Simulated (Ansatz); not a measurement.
# ClH2O: the cost of one run

The runs use Ansatz 0.2.0, Gaussian basis; PBE0-D4/cc-pVDZ.

### 1 Starting geometry

The start, a pair relaxed at PBE0-D4: 4 atoms, charge -1, spin multiplicity 1.

Atoms are counted from 1 here; the program's logs count them from 0.

Bond lengths: O1–H2 0.963 Å, Cl3–H4 1.315 Å.

Geometry (Å):

```xyz
4

O    -0.1538   -0.3461   -1.5238
H     0.3488    0.4331   -1.7840
Cl   -0.1040   -0.0977    0.9987
H    -0.0911    0.0107    2.3091
```

### 2 The run

Input file md/in.yaml:

```yaml
crystal:
  periodic: [false, false, false]
  atoms:
    - {symbol: O, position_ang: [-0.153783, -0.346098, -1.523822]}
    - {symbol: H, position_ang: [0.348849, 0.433112, -1.783972]}
    - {symbol: Cl, position_ang: [-0.103954, -0.097655, 0.998657]}
    - {symbol: H, position_ang: [-0.091112, 0.010743, 2.309136]}
basis:
  gaussian: {orbitals: cc-pVDZ}
total_charge: -1
hamiltonian: {xc: pbe0, dispersion: d4}
md: {n_steps: 30, timestep: 0.5, temperature: 1000, ensemble: nve, seed: 85, initial_velocities: maxwell_boltzmann}
```

Command:

```bash
ansatz run in.yaml --threads 2 --pin off --events-out ev --progress --plain --max-ram 5222MiB
```

**Question.** How long does this run take on 2 threads of Intel Xeon 6975P-C, shared host?

About 6.5 s.
